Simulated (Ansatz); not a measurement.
Results of r²SCAN-D4 in Ansatz (PAW) for α-phase Ga.

Settings: plane-wave cutoff 560 eV, 14×14×12 k mesh (along the axes of the cell as run), Fermi–Dirac smearing 0.05 eV, scalar-relativistic PAW data made under PBE.

Computed at the level's own relaxed cell.

Problem. What does this level give for the lattice parameter b, c axis length and bulk modulus B0?

Solution. 
- lattice parameter b = 7.557 Å
- c axis length = 4.497 Å
- bulk modulus B0 = 67.3 GPa

The run finds no gap.

Note: the bulk modulus comes from volumes at which shape and atoms were relaxed.

Static lattice: no zero-point or thermal effects.

Cost on a shared machine: very roughly 40 core-minutes.

Ansatz is a first-principles code.
